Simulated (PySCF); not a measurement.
## Calculated properties of `[C@@H]1(OC)C[C@@H]1C`

Compound: C5H10O.
Geometry (GFN2-xTB, Å), atoms numbered from 1 in this order:
```xyz
16
C5H10O angstrom
C      2.137   -0.602   -0.780
O      0.734   -0.555   -0.879
C      0.195    0.632   -0.389
C     -0.025    0.796    1.093
C     -1.196    0.607    0.167
C     -1.971   -0.684    0.194
H      2.601    0.210   -1.354
H      2.470   -0.529    0.262
H      2.445   -1.560   -1.195
H      0.513    1.513   -0.949
H      0.238   -0.040    1.723
H      0.147    1.762    1.540
H     -1.803    1.482   -0.034
H     -2.527   -0.808   -0.733
H     -2.675   -0.689    1.025
H     -1.291   -1.524    0.298
```

Among its groups: ether and cyclopropane ring.

From GFN2-xTB geometry:

```
Point group of the GFN2-xTB geometry                  : C1
Rotational constants A, B, C of the GFN2-xTB geometry : 6.819, 2.488, 2.117 GHz
```

From PBE0/pcSseg-1 ground state and GIAO shieldings, non-relativistic (PySCF):

```
Dipole moment                                               : 1.16 D
HOMO energy                                                 : -7.06 eV
LUMO energy                                                 : 1.59 eV
HOMO–LUMO gap                                               : 8.65 eV
Lowest Hirshfeld atomic charge                              : -0.13 e on O2
Highest Hirshfeld atomic charge                             : +0.05 e on H9/H11/H13
13C chemical shifts (computed TMS as zero) by class         : 61.8 (C3), 60.3 (C1), 15.7 (C5), 14.1 (C6), 12.0 (C4) ppm
1H chemical shifts (computed TMS as zero) by class          : 3.47 (H7/H8/H9), 3.07 (H10), 1.21 (H14/H15/H16), 0.86 (H13), 0.35 (H12), -0.04 (H11) ppm
Isotropic shieldings of nuclei other than C and H, by class : 311 (O2) ppm
Mayer bond orders between heavy atoms                       : C1–O2 0.93, O2–C3 0.94, C3–C4 0.94, C4–C5 0.93, C5–C6 1.04, C5–C3 0.94
```

Monoisotopic mass from the formula: 86.0732 u.

A dipole of 1.16 D is allowed in C1, and pure rotational transitions are dipole-allowed. The rotational constants make it an asymmetric top with κ = (2B − A − C)/(A − C) = -0.84, nearer the prolate limit (−1). In atomic units the dipole is 0.46 e·bohr (1 au = 2.5417 D). With B = h/(8π²I), that is 505.379 GHz u Å² over I, the principal moments of inertia are 74.1, 203.1 and 238.7 u Å² (most abundant isotopes); the inertial defect Ic − Ia − Ib is -38.5 u Å² (zero for a rigid planar frame, negative otherwise).

Isolated species at its GFN2-xTB geometry (one conformer only). NMR classes are plain means over equivalent atoms (diastereotopic ones count apart unless rotation or inversion swaps them), as if these changed places fast; in this geometry the members of some classes differ.
